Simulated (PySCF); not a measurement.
Compound: C3H7F2N.
SMILES: `C[C@H](N)C(F)F`

Torsions of this conformer, `[CH3:1][C@H:2]([NH2:3])[CH:4]([F:5])[F:6]`: C1–C2–C4–F5 -179°, H–N3–C2–C1 180°, H–N3–C2–C1 -64°.

The closed-shell ground state was solved at several levels (PySCF, density fitting, gas phase, non-relativistic). Isolated species at its PBE0-D3(BJ)/def2-SVP geometry (one conformer only).

```tsv
level	basis functions	total energy (Eh)	HOMO (eV)	LUMO (eV)	gap (eV)	dipole (D)
CAM-B3LYP/def2-SVPD	182	-372.5869	-8.87	1.23	10.10	1.49
LDA/def2-SVPD	182	-369.9216	-6.01	-0.18	5.83	1.36
PBE/def2-SVPD	182	-372.3098	-5.88	-0.11	5.77	1.31
LC-wPBE/def2-SVPD	182	-372.5214	-10.23	2.34	12.57	1.47
PBE0/def2-SVPD	182	-372.3300	-7.38	0.62	8.00	1.41
PBE0/6-31G*	98	-372.5648	-6.92	2.65	9.57	1.06
HF/def2-SVPD	182	-370.7448	-11.18	2.62	13.80	1.63
BHandHLYP/def2-SVPD	182	-372.5356	-8.86	1.08	9.94	1.54
PBE0/def2-SVP	119	-372.2998	-7.04	1.79	8.83	1.17
```

Q: Estimate the row for wB97X-D/def2-SVPD, a basis of 182 functions; the other rows only guide the guess.

A: Total energy -372.6113 Eh, HOMO -9.32 eV, LUMO 2.28 eV, gap 11.60 eV, dipole 1.45 D.

Q: Over all these levels, which gives the widest orbital gap and which the narrowest?

A: HF/def2-SVPD (Hartree–Fock, all exact exchange) has the widest, 13.80 eV, and PBE/def2-SVPD (GGA) the narrowest, 5.77 eV. The two share the basis. From the narrowest to the widest the HOMO moves by -5.30 eV and the LUMO by +2.73 eV.

Q: How much does the basis alone move the frontier levels among the 3 PBE0 rows?

A: The HOMO by 0.46 eV and the LUMO by 2.03 eV. By rising basis size (HOMO, LUMO in eV): 6-31G* -6.92, 2.65; def2-SVP -7.04, 1.79; def2-SVPD -7.38, 0.62.

Q: In the def2-SVPD basis, how does the gap go with the fixed share of exact exchange?

A: PBE (0 %) 5.77 eV; LDA (0 %) 5.83 eV; PBE0 (25 %) 8.00 eV; BHandHLYP (50 %) 9.94 eV; HF (100 %) 13.80 eV. Each rise in the share widens the gap here.

Q: How far do the dipole and the HOMO energy spread over the levels?

A: The dipole runs from 1.06 to 1.63 D (mean 1.39 D) and the HOMO from -11.18 to -5.88 eV.

Note: wB97X-D ran without an empirical dispersion term, which enters the total energy and its gradient alone.
